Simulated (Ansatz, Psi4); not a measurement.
**Worked example: the enthalpy of formation of HOCN (cyanic acid)**

HOCN has 4 atoms, charge 0, and is taken as a singlet. SMILES: `N#CO`. The coordinates come from a PBE0-D4/def2-TZVP relaxation.

Total energies at HF/3-21G (Psi4 1.11); the atoms run unrestricted:

```
species    state  energy (Eh)
   HOCN  singlet  -166.778072
      N  quartet   -54.105390
      C  triplet   -37.481070
      O  triplet   -74.393657
      H  doublet    -0.496199
```

Harmonic wavenumbers at PBE0-D4/def2-TZVP, in cm⁻¹: 470, 530, 1126, 1243, 2409, 3798.

Measured heats of formation of the gaseous atoms at 298.15 K, in kJ/mol: N 472.4, C 716.9, O 249.2, H 218.0. Spin-orbit lowering of the atoms at 298 K (mean of the ground term's levels less their thermal mean, from spectra), in kJ/mol: C 0.02, O 0.40. Take 1 Eh = 2625.50 kJ/mol, 1 cm⁻¹ = 0.0119627 kJ/mol, RT = 2.479 kJ/mol.

Problem. What heat of formation follows?

Solution. 
1. Electronic atomisation energy: (-54.105390) + (-37.481070) + (-74.393657) + (-0.496199) − (-166.778072) = 0.301756 Eh = 792.3 kJ/mol.
2. Zero-point energy: half the sum of the wavenumbers, 4788 cm⁻¹ = 57.3 kJ/mol.
3. Thermal vibrational enthalpy, Σ hcν̃/(exp(hcν̃/kT) − 1): 1.3 kJ/mol. Translation, rotation and pV of a non-linear molecule: 4 RT = 9.9 kJ/mol.
4. The 4 free atoms carry 5/2 RT each: 24.8 kJ/mol.
5. Spin-orbit coupling lowers the free atoms by 0.02 + 0.40 = 0.4 kJ/mol.
6. Atomisation enthalpy at 298 K: 792.3 − 0.4 − 57.3 − 1.3 − 9.9 + 24.8 = 748.2 kJ/mol.
7. Sum of the atoms' heats of formation: 1656.5 kJ/mol. Heat of formation: 1656.5 − 748.2 = +908.3 kJ/mol.

The tabulated value is -14.9 kJ/mol (Active Thermochemical Tables), so this level is off by +923.2 kJ/mol, or 55.2 % of the atomisation enthalpy that the table implies (1671.4 kJ/mol). Hartree–Fock leaves out correlation, which is larger in the molecule than in the atoms, so it underbinds and puts the heat of formation too high. A basis without polarisation functions underbinds badly. Anharmonicity and any spin-orbit splitting of the molecule are left out.
